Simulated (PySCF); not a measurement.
CH₆NP.
Bonds: C1–N2, N2–P3 (double). Hydrogens: H4, H5, H6 on C1; H7, H8, H9 on P3.

Method: PBE0-D3(BJ)/def2-TZVP geometry optimisation, gas phase in PySCF; density fitting, grid level 2; the optimiser is geomeTRIC in internal coordinates, started from a GFN2-xTB structure with every atom displaced at random (about 0.01 Å).

Step 0: E = -11906.8312 eV
```
atom  x, y, z in Å  |  force x, y, z in eV/Å
C1     -1.3746   -0.2818    0.0197   -0.933   1.718  -0.672
N2     -0.2294    0.3114   -0.6066   -0.369  -0.113  -0.006
P3      1.2118    0.2641   -0.0952    0.956   0.390   0.103
H4     -1.3016   -1.3407    0.1103   -0.070  -1.077   0.175
H5     -2.2403   -0.0275   -0.6465    0.431  -0.462   0.638
H6     -1.6040    0.1709    1.0025    0.037  -0.262  -0.120
H7      1.9642   -0.9345    0.0607   -0.083  -0.247  -0.027
H8      1.9944    0.9562   -1.0211    0.235   0.064  -0.006
H9      1.6359    0.8622    1.1440   -0.205  -0.012  -0.084
```

Step 1: E = -11906.9015 eV
```
atom  x, y, z in Å  |  force x, y, z in eV/Å
C1     -1.3558   -0.2538   -0.0022    0.052  -0.291   0.024
N2     -0.2297    0.3374   -0.6809   -0.068   0.021  -0.119
P3      1.2121    0.2902   -0.1296   -0.069  -0.043   0.105
H4     -1.2810   -1.3551    0.0821   -0.033   0.195  -0.043
H5     -2.2815   -0.0408   -0.5452    0.101   0.031  -0.071
H6     -1.4953    0.1289    1.0151   -0.040   0.064   0.139
H7      1.8706   -0.9598    0.0939    0.039   0.001  -0.029
H8      2.1006    0.9425   -0.9970   -0.041  -0.002  -0.005
H9      1.5165    0.8908    1.1315    0.059   0.023  -0.001
```

**Question.** Estimate the geometry and energy of step 2. (The exact step hangs on the optimiser's Hessian estimate; all steps are aligned on step 1, rigid shifts and turns removed.)

**Answer.** E = -11906.9064 eV, largest force 0.098 eV/Å
```
atom  x, y, z in Å  |  force x, y, z in eV/Å
C1     -1.3592   -0.2576    0.0038   -0.064  -0.062   0.002
N2     -0.2294    0.3297   -0.6700   -0.024  -0.016   0.037
P3      1.2125    0.2845   -0.1182    0.083   0.033  -0.039
H4     -1.2961   -1.3542    0.0869    0.007   0.048  -0.003
H5     -2.2633   -0.0373   -0.5688   -0.021  -0.001   0.001
H6     -1.5219    0.1343    1.0195    0.009   0.007  -0.018
H7      1.8934   -0.9581    0.0821   -0.006   0.003   0.014
H8      2.0774    0.9457   -1.0011    0.018   0.006   0.004
H9      1.5428    0.8935    1.1336   -0.001  -0.018   0.003
```

The energy changes by -0.0049 eV. The first-order estimate −F·Δx gives -0.0109 eV and the mean of the old and new forces, exact on a quadratic surface, -0.0049 eV. The step makes an angle of 69° with the force vector and moves no atom by more than 0.030 Å.

The cost below is that of the whole optimisation. Time: 30 s of wall time; peak memory 0.55 GiB. Hardware: Intel Xeon Platinum 8488C, one thread, no GPU, on a shared host.
